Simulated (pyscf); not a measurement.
**Four-centre exchange: H₃C–CH₂–CH₃ (SMILES CCC) + BH₃ (SMILES B) -> H₂B–CH(CH₃)–CH₃ (SMILES BC(C)C) + H₂ (SMILES [H][H])**

Gas phase, singlet surface, charge 0. Bonds broken: C2–H7, B12–H13. Bonds formed: C2–B12, H7–H13. PySCF, gas phase, ωB97X-D3(BJ)/def2-SVP geometries.

Transition state (Å):

```xyz
15

C     -1.5214    -0.1732    -0.7557
C     -0.5703     0.8906    -0.1998
C     -0.8954     1.2781     1.2457
H     -1.4486    -1.1205    -0.1918
H     -1.2960    -0.3961    -1.8093
H     -2.5686     0.1643    -0.6903
H      0.4817    -0.0669     0.1678
H     -0.6507     1.7901    -0.8267
H     -0.2280     2.0769     1.6025
H     -0.7853     0.4202     1.9330
H     -1.9355     1.6325     1.3323
B      1.1508     0.6721    -0.5807
H      1.5203    -0.3855     0.0740
H      1.2325     0.3635    -1.7435
H      1.7571     1.5816    -0.0715
```

One imaginary mode, 1105i cm⁻¹; descent along it reached the two sides named.

```csv
bond,change,reactant side (Å),saddle,product side
C2–H7,breaks,1.117,1.469,2.7
B12–H13,breaks,1.210,1.298,2.002
C2–B12,forms,2.7,1.776,1.577
H7–H13,forms,2.063,1.090,0.768
```

Electronic energies relative to the separated reactants (kcal/mol):

```json
[
 {"level": "ωB97X-D3(BJ)/def2-TZVP", "barrier": "16.9", "reaction energy": "+4.5", "reverse barrier": "12.4"},
 {"level": "PBE/def2-TZVP", "barrier": "8.2", "reaction energy": "+3.7", "reverse barrier": "4.5"},
 {"level": "r²SCAN/def2-TZVP", "barrier": "10.8", "reaction energy": "+3.6", "reverse barrier": "7.2"},
 {"level": "B3LYP-D3(BJ)/def2-TZVP", "barrier": "17.6", "reaction energy": "+5.0", "reverse barrier": "12.6"},
 {"level": "PBE0-D3(BJ)/def2-TZVP", "barrier": "10.2", "reaction energy": "+4.0", "reverse barrier": "6.2"},
 {"level": "M06-2X/def2-TZVP", "barrier": "17.3", "reaction energy": "+4.2", "reverse barrier": "13.1"},
 {"level": "ωB97M-D3(BJ)/def2-TZVP", "barrier": "16.0", "reaction energy": "+4.7", "reverse barrier": "11.4"},
 {"level": "HF/def2-TZVP", "barrier": "44.1", "reaction energy": "+11.9", "reverse barrier": "32.1"}
]
```

With ωB97M-D3(BJ)/def2-TZVP energies and thermal terms (ideal gas, 1 atm, RRHO with modes under 100 cm⁻¹ raised to 100, one conformer, R ln 2 for chiral ones without a mode under 150 cm⁻¹), in kcal/mol:

```csv
T (K),ΔH‡,ΔG‡,ΔH,ΔG
298,16.2,26.6,+1.2,+2.6
600,16.3,37.2,+2.7,+3.4
900,16.9,47.5,+3.8,+3.5
1200,17.5,57.6,+4.7,+3.3
```

At the saddle there is also a short B–H contact that neither side keeps. H₂B–CH(CH₃)–CH₃ lies 13.9 kcal/mol over its isomer H₃C–BH–CH₂–CH₃ (electronic energy, ωB97M-D3(BJ)/def2-TZVP). This is the saddle that the search found; another between the same sides may lie lower.
